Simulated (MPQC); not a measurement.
**C2H3F3 (1,1,1-trifluoroethane): HF/cc-pVDZ**

Aim: the energy change on altering one bond length of C2H3F3 (1,1,1-trifluoroethane) at HF/cc-pVDZ, from 2 runs. 

The calculation is run with MPQC 2.3.1.

13 further runs of the same task are left out: 3 that didn't finish, 10 set aside as unsound or not needed.

## Step 1: The system as given

C2H3F3: 8 atoms, total charge 0, spin state singlet. SMILES: `CC(F)(F)F`. The shape is that of a PBE0-D4/def2-TZVP optimisation.

Bond lengths: C1–C2 1.497 Å, C2–F3 1.341 Å, C2–F4 1.341 Å, C2–F5 1.341 Å, C1–H6 1.089 Å, C1–H7 1.089 Å, C1–H8 1.089 Å. Some angles: C1–C2–F3 111.8°, C1–C2–F4 111.8°, C1–C2–F5 111.8°, F3–C2–F4 107.1°, F3–C2–F5 107.1°, F4–C2–F5 107.1°, C2–C1–H6 109.3°, C2–C1–H7 109.3°, C2–C1–H8 109.3°, H6–C1–H7 109.7°.

## Step 2: The energy at HF/cc-pVDZ

input.in reads:

```
% C2H3F3
molecule<Molecule>: (
  symmetry = c1
  unit = angstrom
  { atoms geometry } = {
    C  [ -0.615400      -0.141500       0.471500 ]
    C  [ 0.557600       0.109900      -0.423700 ]
    F  [ 1.692800      -0.382000       0.093900 ]
    F  [ 0.395200      -0.458200      -1.627700 ]
    F  [ 0.754200       1.420300      -0.629900 ]
    H  [ -0.441600       0.335800       1.434900 ]
    H  [ -0.738000      -1.214600       0.611200 ]
    H  [ -1.512600       0.273100       0.014000 ]
  }
)
basis<GaussianBasisSet>: (
  name = "cc-pVDZ"
  molecule = $:molecule
  basisdir = "."
  puream = yes
)
mpqc: (
  checkpoint = no
  savestate = no
  restart = no
  do_energy = yes
  do_gradient = no
  optimize = no
  mole<CLHF>: (
    molecule = $:molecule
    basis = $:basis
    total_charge = 0
    memory = 1000000000
    print_evals = yes
    print_npa = yes
    maxiter = 120
    value_accuracy = 1e-08
    guess_wavefunction<CLHF>: (
      molecule = $:molecule
      total_charge = 0
      memory = 1000000000
      value_accuracy = 1e-3
      basis<GaussianBasisSet>: (
        name = "MINI (Huzinaga)"
        molecule = $:molecule
      )
    )
  )
)
```

The basis set cc-pVDZ is read from a file made from the Basis Set Exchange's data (not shown).

Started as:

```console
$ mpqc input.in > input.out
```

The program printed:

```text
MPQC: Massively Parallel Quantum Chemistry
[...]
  LUMO is    22   A =   0.186389
  total scf energy = -375.8402208937
Value of the MolecularEnergy: -375.8402208937
[...]
      symmetry = c1
[...]
```

Wall time 20 s (1 thread of Intel Xeon 6975P-C (Granite Rapids), shared host); peak memory 0.5 GiB.

## Step 3: The distorted shape, same level

Changes to input.in since step 2:

```diff
@@ -1,2 +1,2 @@
-% C2H3F3
+% emacs should use -*- KeyVal -*- mode
 molecule<Molecule>: (
@@ -5,3 +5,3 @@
   { atoms geometry } = {
-    C  [ -0.615400      -0.141500       0.471500 ]
+    C  [ -1.201938      -0.267208       0.919129 ]
     C  [ 0.557600       0.109900      -0.423700 ]
@@ -10,5 +10,5 @@
     F  [ 0.754200       1.420300      -0.629900 ]
-    H  [ -0.441600       0.335800       1.434900 ]
-    H  [ -0.738000      -1.214600       0.611200 ]
-    H  [ -1.512600       0.273100       0.014000 ]
+    H  [ -1.028138       0.210092       1.882529 ]
+    H  [ -1.324538      -1.340308       1.058829 ]
+    H  [ -2.099138       0.147392       0.461629 ]
   }
@@ -43,3 +43,3 @@
       basis<GaussianBasisSet>: (
-        name = "MINI (Huzinaga)"
+        name = "3-21G"
         molecule = $:molecule
```

The basis set cc-pVDZ is read from a file made from the Basis Set Exchange's data (not shown).

Started as:

```console
$ mpqc input.in > input.out
```

The program printed:

```text
MPQC: Massively Parallel Quantum Chemistry
[...]
  LUMO is    22   A =   0.102049
  total scf energy = -375.7158352585
Value of the MolecularEnergy: -375.7158352585
[...]
      symmetry = c1
[...]
```

Wall time 20 s (1 thread of Intel Xeon 6975P-C (Granite Rapids), shared host); peak memory 0.5 GiB.

## Step 4: Summary of results

Level: HF/cc-pVDZ.

| quantity | value |
| --- | --- |
| first shape: total energy | -375.84022 Eh |
| first shape: HOMO energy | -15.29 eV |
| first shape: LUMO energy | 5.07 eV |
| first shape: HOMO–LUMO gap | 20.36 eV |
| distorted shape: total energy | -375.71584 Eh |
| distorted shape: HOMO energy | -11.50 eV |
| distorted shape: LUMO energy | 2.78 eV |
| distorted shape: HOMO–LUMO gap | 14.28 eV |
| energy change with the C1–C2 bond stretched from 1.497 to 2.245 Å | 3.385 eV |

What this shows: With the C1–C2 bond stretched from 1.497 to 2.245 Å the energy rises by 3.38 eV (327 kJ/mol). The first shape isn't relaxed at this level, so the change isn't measured from a minimum.
